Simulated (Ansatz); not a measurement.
Input file for Ansatz (a program for electronic structure): R-wB97M-V/def2-TZVPPD on C2H4O (a complex). Files ending in .json are basis or fitting sets from the Basis Set Exchange.

Ansatz 0.2 input:
```yaml
crystal:
  periodic: [false, false, false]
  atoms:
    - {symbol: C, position_ang: [-1.01633814, 0.04293078, 0.03362982]}
    - {symbol: H, position_ang: [0.04953186, 0.01255878, 0.00903682]}
    - {symbol: C, position_ang: [-2.22821514, 0.07667178, 0.06100182]}
    - {symbol: H, position_ang: [-3.28874814, 0.10702378, 0.08560282]}
    - {symbol: O, position_ang: [2.27910186, -0.07301822, -0.05780718]}
    - {symbol: H, position_ang: [2.84945786, -0.66278722, 0.43921982]}
    - {symbol: H, position_ang: [2.85109786, 0.27796978, -0.74318018]}
basis:
  gaussian:
    orbitals: def2-TZVPPD.json
hamiltonian:
  xc: {name: wB97M-V}
scf: {lower_state_search: off}
```

The head of its log:

```
WARN ansatz: RAYON_NUM_THREADS=1 ignored (pool sized by the plan → 1); use --threads N
Functional definition: wB97M-V
these checks for a lower state are left out or cut short: stability, starts, cluster_reference, orbital_swaps, neighbouring_geometries, increment
integrals: 0.07 GiB planned
768 factors; their error is unknown
integrals: 0.11 GiB planned
248 factors; integrals over basis functions are off by at most 7.6e-5 eV
mean field: 0.78 GiB planned
mean field evaluation 1: about -4179.0966 eV, gradient 5.3e1 eV
mean field evaluation 2: about -4180.0285 eV, gradient 5.1e1 eV
```

Predict the final total energy.

-153.7658 hartree.
